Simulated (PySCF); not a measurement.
Compound: C₄H₈FN.
SMILES with atom numbers: `[NH2:1][CH2:2][C@@H:3]1[CH2:4][C@H:5]1[F:6]`

Cartesian coordinates in Å at the GFN2-xTB level; atoms count from 1:
```
atom  x, y, z in Å
N1     1.9629    0.1301    0.9498
C2     0.9258   -0.7101    0.3791
C3    -0.0316    0.0226   -0.5454
C4    -1.1543    0.8469    0.0317
C5    -1.4476   -0.4310   -0.6834
F6    -2.0307   -0.3581   -1.9152
H7     1.5451    0.8978    1.4656
H8     2.5362    0.5309    0.2149
H9     1.4182   -1.5194   -0.1678
H10    0.3654   -1.1512    1.2082
H11    0.4295    0.4113   -1.4464
H12   -1.2893    0.8627    1.1027
H13   -1.4181    1.7682   -0.4642
H14   -1.8123   -1.3010   -0.1518
```

Probes without a nucleus sit at each ring's centroid and 1 Å off its mean plane on both sides; NICS is minus the shielding there, NICSzz its component along the normal. Level: GIAO PBE0/pcSseg-1 (PySCF, non-relativistic, gas phase) on the GFN2-xTB geometry, one conformer.

Ring bond lengths (Å), with Mayer bond orders in brackets: C3–C4 1.508 (0.92), C4–C5 1.494 (0.96), C5–C3 1.493 (0.93).

Problem. What do the NICS probes read (ppm)?

Solution. 
```tsv
ring	type	NICS(0)	NICS(1), two faces	NICS(1)zz, two faces	rms pucker (Å)	centre to ring atoms, mean (Å)
C3–C4–C5	3-membered carbocycle; formal bonds all single	-38.1	-9.8 / -6.8	-22.4 / -16.2	0.00	0.86
```

Problem. What do they say, and how far can they be read as aromaticity?

Solution. 
- C3–C4–C5: mean NICS(1)zz -19.3 ppm, shielded. C3, C4, C5 have four or more neighbours; no verdict on aromaticity is drawn. A hydrogen on C3, outside the ring, lies only 1.42 Å from a NICS(1) probe, which then mostly feels that atom. The two faces differ by 6.2 ppm, so no symmetry operation interchanges them. NICS(0) lies 30 ppm below the mean NICS(1).

Problem. List the ring angles and the Hirshfeld charges of the ring atoms.

Solution. 
- C3–C4–C5: C3 59.7° (-0.058 e), C4 59.7° (-0.103 e), C5 60.6° (+0.044 e); sum 180.0° against 180° for a flat convex ring.
